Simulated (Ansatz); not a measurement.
Species, as SMILES: O=C (CH2-O).
Atoms: O1, C2, H3, H4. Bonds: O1-C2, C2-H3, C2-H4.

Basis-set convergence of the optimised O1-C2 bond length at PBE with Ansatz (a first-principles code). Cartesian d functions, on some or all atoms, in 6-31G*, 6-31G**; all else is spherical. Core-valence sets carry the plain set on hydrogen. No added dispersion term, no relativity. Reference: the value in def2-QZVPPD, 1.2077 Å, itself unsure by roughly 0.0003 Å (its mean distance from pcseg-3, def2-QZVPP, cc-pVQZ).

| basis | functions | optimised O1-C2 bond length (Å) |
|---|---|---|
| def2-SV(P) | 32 | 1.2075 |
| 6-31G* | 34 | … |
| def2-SVP | 38 | 1.2081 |
| pcseg-1 | 38 | … |
| 6-31G** | 40 | … |
| 6-311G** | 48 | 1.2088 |
| 6-311++G(2d,2p) | 74 | … |
| cc-pVTZ | 88 | 1.2081 |
| pcseg-2 | 88 | 1.2084 |
| def2-TZVPP | 90 | 1.2081 |
| def2-TZVPPD | 111 | 1.2087 |
| 6-311++G(3df,3pd) | 114 | 1.2077 |
| cc-pCVTZ | 114 | 1.2077 |
| aug-pcseg-2 | 138 | 1.2086 |
| cc-pVQZ | 170 | 1.2071 |
| def2-QZVPP | 174 | 1.2076 |
| pcseg-3 | 186 | 1.2077 |
| def2-QZVPPD | 195 | 1.2077 |

Problem. Complete the blanks.

Solution. 
- 6-31G*, optimised O1-C2 bond length (Å): 1.2150
- pcseg-1, optimised O1-C2 bond length (Å): 1.2123
- 6-31G**, optimised O1-C2 bond length (Å): 1.2152
- 6-311++G(2d,2p), optimised O1-C2 bond length (Å): 1.2099
